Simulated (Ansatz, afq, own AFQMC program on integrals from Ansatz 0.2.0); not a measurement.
Integrals from Ansatz 0.2.0, then the random walk in our own AFQMC program (afq).

```yaml
crystal:
  periodic: [false, false, false]
  atoms:
    - {symbol: Zr, position_ang: [0.000000, 0.000000, 0.000000]}
    - {symbol: H, position_ang: [0.000000, 0.000000, 1.858985]}
basis:
  gaussian: {orbitals: def2-TZVP}
magnetization: {spin_polarized: true, initial_magnetization: 5}
correlation: {method: ccsd_t, electrons: outside_noble_gas, hamiltonian_folder: ham}
```

```sh
$ ansatz run in.yaml --threads 1 --pin off --events-out ev --progress --plain --max-ram 16896MiB --backend cuda --devices 0, --max-vram 18GiB
```

afq runs on the folder ham with

```
--method phaseless --trial cisd --walkers 4000 --populations 20 --least-time 60 --time-step 0.005 --steps-per-block 50 --equilibration-blocks 40 --max-blocks 4000 --target-error 0.00014 --factor-cut 1e-05 --start spin_pure --seed 3900 --release-times 0.24,0.6,1.2,2,3,4.2 --release-step 0.04 --release-every 3 --taylor-order 6
```

Times are imaginary, in 1/Eh. The walk had a cap of 178 s. With eight or more populations the least sampling time is a fifth of least-time, and the error comes from their spread. Core potentials past Kr, no spin–orbit coupling.

Output of the walk:

```
orbitals 42  electrons 5 0  factors 317 of 416
reference energy -46.91673622 Eh
CCSD correlation -0.03571364 Eh in 13 cycles, weight of the determinant in the CISD state 0.9593
energy of the start -46.952449 Eh
 block  time / (1/Eh)  mean weight  energy / Eh
     1     0.250  1.0000  -46.952425
     2     0.500  1.0000  -46.952474
     3     0.750  1.0001  -46.952554
     4     1.000  1.0000  -46.952624
     5     1.250  1.0001  -46.952671
     7     1.750  0.9999  -46.952783
     9     2.250  1.0000  -46.952880
    13     3.250  0.9999  -46.952979
    37     9.250  0.9998  -46.953033
    61    15.250  0.9997  -46.952910
    85    21.250  0.9997  -46.952897
   109    27.250  1.0002  -46.952790
   133    33.250  0.9998  -46.953160
   157    39.250  1.0001  -46.952868
   181    45.250  0.9995  -46.953001
   205    51.250  0.9998  -46.952806
   229    57.250  0.9998  -46.953149
   253    63.250  1.0004  -46.952910
   277    69.250  1.0001  -46.952732
   301    75.250  1.0003  -46.952885
   325    81.250  1.0002  -46.952945
   349    87.250  1.0002  -46.952926
   373    93.250  1.0002  -46.952872
   397    99.250  0.9995  -46.953182
   421   105.250  1.0002  -46.953010
   445   111.250  0.9995  -46.952892
   469   117.250  0.9999  -46.952595
   493   123.250  1.0000  -46.953120
   505   126.250  1.0003  -46.953064
error from the spread of 20 populations
released: time / (1/Eh)  energy / Eh  error  mean overlap
  0.24  -46.952662  0.000216  0.9998
  0.60  -46.952623  0.000212  0.9998
  1.20  -46.953055  0.000068  1.0000
  2.00  -46.952966  0.000218  0.9986
  3.00  -46.952240  0.000610  1.0003
  4.20  -46.953740  0.001399  0.9996
energy -46.952882 +/- 0.000030 Eh
(rows thinned)
```

The run passed its tests (sampling time, drift between the halves within three errors, error under three times the target), which doesn't prove that it has relaxed, ending at its cap on processor time.

Against this walk (error 0.8 meV) on the same determinant: CCSD(T) 3.4 meV lower, CCSDT(Q) 10.7 meV lower, CCSDTQ 10.9 meV lower, full CI 10.9 meV lower. The error is statistical and leaves out the bias of the constraint. The released energies have errors that jump between times, so the bars are unsure (meV from the phaseless value at times in 1/Eh: 7 ± 6 at 0.60, -4.7 ± 1.8 at 1.20, -2 ± 6 at 2.00, 17 ± 17 at 3.00, -23 ± 38 at 4.20), so they give no level. Full CI is exact here, so the walk's 11 meV above it is the walk's own error: the bias of the constraint with this trial.

Cautions: constraint bias not in the error; no spin-orbit coupling; outer-core shells of the metal frozen; another spin lies lower (by 3.56 eV).

The walk took 3 min on 1 × NVIDIA H100 80GB HBM3 with 2 threads of AMD EPYC 7R13 Processor (Zen 3), on a shared host (the card was shared). The log's last line is the phaseless energy.

CCSDT and higher add their correlation energy to the determinant of the CCSD(T) run, since their own runs factorise the integrals more tightly (a shift of under 2 meV). A walk keeps the symmetry of its determinant, which the program's search chose and which needn't be the lowest solution, so a lower state of the same spin and another symmetry isn't excluded.
